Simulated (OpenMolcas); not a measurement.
# C2H3B (BH2(CCH)): levels of theory compared

Wanted: a comparison of 6 runs (HF/cc-pVDZ, B3LYP/6-31G*, M06-2X/cc-pVDZ, PBE0/def2-SVP, CISD/cc-pVDZ, CCSD(T)/def2-SVP) of C2H3B (BH2(CCH)). 

The calculation is run with OpenMolcas 26.06.

5 further runs of the same task are left out: 5 set aside as unsound or not needed.

## (1) Starting point

C2H3B: 6 atoms, total charge 0, spin state singlet. SMILES: `[H]B([H])C#C`. Geometry: relaxed at GFN2-xTB.

Bond lengths: B1–C4 1.497 Å, C4–C5 1.207 Å, B1–H2 1.170 Å, B1–H3 1.170 Å, C5–H6 1.052 Å. Angles: B1–C4–C5 179.9°, H2–B1–C4 119.5°, H3–B1–C4 119.5°, C4–C5–H6 179.8°, H2–B1–H3 121.0°.

## (2) Energy and forces at HF/cc-pVDZ (run 1)

File job.input:

```
&gateway
baslib = $CurrDir
coord
6
angstrom
B        0.568000       0.981560       0.005360
H        1.733690       0.971960       0.100340
H       -0.021130       1.988210      -0.085920
C       -0.181700      -0.313780      -0.000530
C       -0.784880      -1.359230      -0.006870
H       -1.313990      -2.268710      -0.012390
basis = cc-pVDZ
group = NoSym
&seward
&scf
thresholds = 1e-10 1e-07 1e-07 1e-05
prorbitals = 1 1
&alaska
```

The basis set cc-pVDZ is read from a file made from the Basis Set Exchange's data (not shown).

Command:

```
export MOLCAS_MEM=1860
pymolcas job.input > job.log
```

Output:

```text
--- Start Module: gateway ---
[...]
--- Stop Module: gateway /rc=_RC_ALL_IS_WELL_ ---
[...]
      Basis functions           57
[...]
--- Start Module: scf ---
[...]
       Convergence after  13 Iterations
[...]
::    Total SCF energy                               -102.0949028784
[...]
      Total spin, S                                     0.0000000000
[...]
      Total electronic charge=   20.000000
      Total            charge=   -0.000000
[...]
      Dipole Moment (debye):
      Origin of the operator (angstrom)=   -0.1300   -0.2254   -0.0007
                   X= -4.1250E-01               Y= -7.0783E-01               Z= -4.4047E-03           Total=  8.1927E-01
      Quadrupole Moment (debye*angstrom):
[...]
--- Stop Module: scf /rc=_RC_ALL_IS_WELL_ ---
--- Start Module: alaska ---
[...]
 *              Molecular gradients               *
 **************************************************
  Irreducible representation: a
 ------------------------------------------------------------------------------------------
                              X                       Y                       Z
 ------------------------------------------------------------------------------------------
  B1               -2.37544782343280E-03   -4.47827470046303E-03    2.49202235728697E-05
  H2               -1.41469564034007E-02   -7.98898756488226E-04   -1.13522280623723E-03
  H3                6.25093688339129E-03   -1.25214862611660E-02    1.02593990260905E-03
  C4                1.52462933126443E-02    2.66435655818773E-02    1.63133698737154E-04
  C5               -1.05042789398864E-02   -1.85624491651000E-02   -1.36000779517087E-04
  H6                5.52945297068508E-03    9.71754330134500E-03    5.72297608355220E-05
 ------------------------------------------------------------------------------------------
--- Stop Module: alaska /rc=_RC_ALL_IS_WELL_ ---
[...]
```

Wall time 2.8 s (1 thread of Arm Neoverse V2, shared host); peak memory 0.39 GiB.

## (3) Energy and forces at B3LYP/6-31G(d) (Cartesian functions) (run 2)

File coord.xyz:

```xyz
6

B      0.568000     0.981560     0.005360
H      1.733690     0.971960     0.100340
H     -0.021130     1.988210    -0.085920
C     -0.181700    -0.313780    -0.000530
C     -0.784880    -1.359230    -0.006870
H     -1.313990    -2.268710    -0.012390
```

File run.input:

```
&GATEWAY
  BasLib = $CurrDir
  Coord = coord.xyz
  Basis = 6-31Gs
  Group = NoSym

&SEWARD
  GridInput
  Grid=UltraFine
  End of Grid

&SCF
  KSDFT = B3LYP
  Thresholds = 1e-10 1e-07 1e-07 1e-05
  PrOrbitals = 1 1

&ALASKA
```

The basis set 6-31G* is read from a file made from the Basis Set Exchange's data (not shown).

Command:

```
export MOLCAS_MEM=1860
pymolcas run.input > run.log
```

Output:

```text
--- Start Module: gateway ---
[...]
--- Stop Module: gateway /rc=_RC_ALL_IS_WELL_ ---
[...]
      Basis functions           51
[...]
--- Start Module: scf ---
[...]
       Convergence after  13 Iterations
[...]
::    Total KS-DFT energy                            -102.7825876361
[...]
      Total spin, S                                     0.0000000000
[...]
      Total electronic charge=   20.000000
      Total            charge=   -0.000000
[...]
      Dipole Moment (debye):
      Origin of the operator (angstrom)=   -0.1300   -0.2254   -0.0007
                   X= -5.5276E-01               Y= -9.5015E-01               Z= -5.2710E-03           Total=  1.0993E+00
      Quadrupole Moment (debye*angstrom):
[...]
--- Stop Module: scf /rc=_RC_ALL_IS_WELL_ ---
[...]
--- Start Module: alaska ---
[...]
 *              Molecular gradients               *
 **************************************************
  Irreducible representation: a
 ------------------------------------------------------------------------------------------
                              X                       Y                       Z
 ------------------------------------------------------------------------------------------
  B1                4.58053755851262E-03    7.56668584598863E-03    7.18321144928501E-05
  H2               -1.23768690871695E-02   -1.20019738854560E-03   -9.72208338446412E-04
  H3                5.02845688201137E-03   -1.11928675317974E-02    8.71446030270506E-04
  C4               -8.54433079017847E-03   -1.46226382699428E-02   -6.14172255904294E-05
  C5                5.00197195007956E-03    8.45813410040819E-03    2.50790801818584E-05
  H6                6.31023348673332E-03    1.09908832438710E-02    6.52683390916890E-05
 ------------------------------------------------------------------------------------------
--- Stop Module: alaska /rc=_RC_ALL_IS_WELL_ ---
[...]
```

Wall time 12 s (1 thread of Arm Neoverse V2, shared host); peak memory 0.38 GiB.

Runs 3 to 5 aren't shown in full; the table further down has their settings and results.

## (4) The energy at CCSD(T)/def2-SVP (run 6)

File run.input:

```
>>> EXPORT MOLCAS_PRINT=2

&GATEWAY
  BASLIB = $CurrDir
  BASISSET
  B.def2-SVP....
  B1 0.568000 0.981560 0.005360 angstrom
  End of Basis
  BASISSET
  H.def2-SVP....
  H2 1.733690 0.971960 0.100340 angstrom
  H3 -0.021130 1.988210 -0.085920 angstrom
  H6 -1.313990 -2.268710 -0.012390 angstrom
  End of Basis
  BASISSET
  C.def2-SVP....
  C4 -0.181700 -0.313780 -0.000530 angstrom
  C5 -0.784880 -1.359230 -0.006870 angstrom
  End of Basis

&SEWARD

&SCF
  THRESHOLDS = 1e-10 1e-07 1e-07 1e-05
  PRORBITALS = 1 2

&RASSCF
  FILEORB = $Project.ScfOrb
  SPIN = 1
  NACTEL = 0 0 0
  INACTIVE = 10
  RAS2 = 0
  OUTORBITALS = Canonical
  ORBLISTING = NoCore

&MOTRA
  JOBIPH
  FROZEN = 3

&CCSDT
  CCT
  TRIPLES = 2
  ITERATIONS = 80
  ACCURACY = 1e-08
  EXTRAPOLATION = 5 4
```

The basis set def2-SVP is read from a file made from the Basis Set Exchange's data (not shown).

Command:

```
export MOLCAS_MEM=1860
pymolcas run.input > run.log
```

Output:

```text
--- Start Module: gateway ---
[...]
--- Stop Module: gateway /rc=_RC_ALL_IS_WELL_ ---
[...]
      Basis functions           57
[...]
       Convergence after  13 Iterations
[...]
::    Total SCF energy                               -102.0106578545
[...]
      Total spin, S                                     0.0000000000
[...]
      Number of active orbitals                  0
[...]
      Spin quantum number                      0.0
[...]
      Active orbitals                            0
[...]
      Number of CSFs                             1
[...]
      Number of root(s) required                 1
[...]
      Convergence after  4 iterations
[...]
      Natural orbitals and occupation numbers for root  1
      ************************************************************************************************************************
      *                                                    Final results                                                     *
      ************************************************************************************************************************
[...]
::    RASSCF root number  1 Total energy:   -102.01065785
[...]
      Total electronic charge=   20.000000
      Total            charge=   -0.000000
[...]
      Dipole Moment (debye):
      Origin of the operator (angstrom)=   -0.1300   -0.2254   -0.0007
                   X= -4.1844E-01               Y= -7.1832E-01               Z= -4.5592E-03           Total=  8.3132E-01
      Quadrupole Moment (debye*angstrom):
[...]
--- Start Module: motra ---
[...]
      *** WARNING: Default frozen orbitals is overwritten by user input.
      *** Default values:   3
[...]
--- Stop Module: motra /rc=_RC_ALL_IS_WELL_ ---
--- Start Module: ccsdt ---
[...]
      Convergence after                    16  Iterations
      Total energy (diff) :    -102.36744926      -0.00000001
[...]
 METHOD                       : CCSD+T(CCSD)+<T3(1)WT1> = CCSD(T)
[...]
       CCSD     =      -102.3674492553409
[...]
--- Stop Module: ccsdt /rc=_RC_ALL_IS_WELL_ ---
[...]
```

It took 8.1 s on 1 thread of Arm Neoverse V2, shared host; peak memory 0.39 GiB.

## (5) The series

| run | level | Cartesian functions | integration grid | energy (Eh) | dipole moment (D) of the reference | HOMO energy (eV) | LUMO energy (eV) | wall time |
| --- | --- | --- | --- | --- | --- | --- | --- | --- |
| 1 | HF/cc-pVDZ | no | – | -102.094903 | 0.82 | -10.74 | 1.48 | 2.8 s |
| 2 | B3LYP/6-31G* (Cartesian functions) | yes | UltraFine | -102.782588 | 1.10 | -7.54 | -2.19 | 12 s |
| 3 | M06-2X/cc-pVDZ | no | UltraFine | -102.733882 | 0.85 | -9.17 | -1.29 | 17 s |
| 4 | PBE0/def2-SVP | no | UltraFine | -102.556458 | 0.98 | -8.05 | -2.31 | 11 s |
| 5 | CISD/cc-pVDZ | no | – | -102.414956 | 0.82 | -10.74 | 1.48 | 3.6 s |
| 6 | CCSD(T)/def2-SVP | no | – | -102.381741 | 0.83 | -10.84 | 1.43 | 8.1 s |

## (6) Results

| quantity | value |
| --- | --- |
| run 6: total energy | -102.38174 Eh |
| run 6: dipole moment (mean-field density) | 0.83 D |
| run 6: HOMO energy (Hartree–Fock orbitals) | -10.84 eV |
| run 6: LUMO energy (Hartree–Fock orbitals) | 1.43 eV |
| run 6: HOMO–LUMO gap (Hartree–Fock orbitals) | 12.27 eV |
| run 6: correlation energy (3 core orbitals frozen) | -371.1 mEh |
| run 6: (T) correction | -14.29 mEh |

**Reading.** Over runs 1, 2, 3, 4 the dipole moment (its size) runs from 0.82 D (HF/cc-pVDZ) to 1.10 D (B3LYP/6-31G*). The two ends differ in method and basis. Over runs 1, 2, 3, 4 the HOMO–LUMO gap runs from 5.36 eV (B3LYP/6-31G*) to 12.22 eV (HF/cc-pVDZ). Totals of different functionals can't be ranked against each other. All runs together took 55 s, the longest 17 s.
